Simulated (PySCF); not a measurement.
# A ladder of Hamiltonians for Ar (argon, neutral)

Occupied: 1s1/2, 2s1/2, 2p1/2, 2p3/2, 3s1/2, 3p1/2, 3p3/2. Hartree-Fock calculated with PySCF 2.14 in an uncontracted even-tempered set (20 s from 0.02 bohr⁻², ratio 2.7; 14 p from 0.024 bohr⁻², ratio 2.7), Gaussian nucleus throughout. NR is non-relativistic, sf-X2C the spin-free one-electron X2C Hamiltonian, X2C adds the bare one-electron spin-orbit term, X2C-SNSO screens it by Boettger's factors, DC is four-component Dirac-Coulomb, and the Gaunt and Breit terms are added at first order (total energies over the DC spinors, levels after relaxing the spinors in that mean field). QED terms are absent.

| Hamiltonian | E (hartree) |
| --- | --- |
| NR | -526.8079 |
| sf-X2C | -528.6224 |
| X2C | -528.6246 |
| X2C-SNSO | -528.6242 |
| DC | -528.6747 |
| DC+Gaunt | -528.5313 |
| DC+Breit | -528.5423 |

```tsv
level (eV)	NR	sf-X2C	X2C	X2C-SNSO	DC	DC+Gaunt	DC+Breit
1s1/2	-3227.6	-3240.6	-3240.6	-3240.6	-3241.6	-3239.3	-3239.4
2s1/2	-335.32	-337.68	-337.68	-337.68	-337.75	-337.65	-337.65
2p1/2	-260.48	-260.56	-262.33	-262.13	-262.13	-261.91	-261.94
2p3/2	-260.48	-260.56	-259.68	-259.78	-259.82	-259.69	-259.71
3s1/2	-34.760	-35.006	-35.005	-35.005	-35.011	-35.008	-35.007
3p1/2	-16.084	-16.065	-16.225	-16.207	-16.203	-16.194	-16.195
3p3/2	-16.084	-16.065	-15.987	-15.995	-15.997	-15.996	-15.997
```

**Question.** How large are the two-electron picture-change error of X2C and the Breit correction in the total energy?

**Answer.** X2C-1e lies 0.0501 hartree above Dirac-Coulomb; Gaunt adds 0.1434 and the full Breit term 0.1324 hartree.

```
interval (eV)     X2C  X2C-SNSO      DC  DC+Gaunt  DC+Breit
2p3/2 − 2p1/2   2.647     2.351   2.310     2.222     2.222
3p3/2 − 3p1/2  0.2379    0.2113  0.2060    0.1980    0.1980
```

Weight of the small component: 1s1/2 0.00412, 2s1/2 0.000672, 2p1/2 0.000641, 2p3/2 0.000637, 3s1/2 0.000102, 3p1/2 7.69e-05, 3p3/2 7.62e-05.

Koopmans' value for the highest occupied level at DC+Breit: 15.997 eV, against an ionisation energy of 15.760 eV (measured; NIST Atomic Spectra Database, ionization energies); the former lacks relaxation, correlation, QED and recoil.

The whole ladder took 140 s of wall time on 1 thread of Intel(R) Xeon(R) Platinum 8375C CPU @ 2.90GHz (shared host), launched as `OMP_NUM_THREADS=1 python relrun2.py TASK.json OUT` (a driver that calls PySCF for each Hamiltonian).
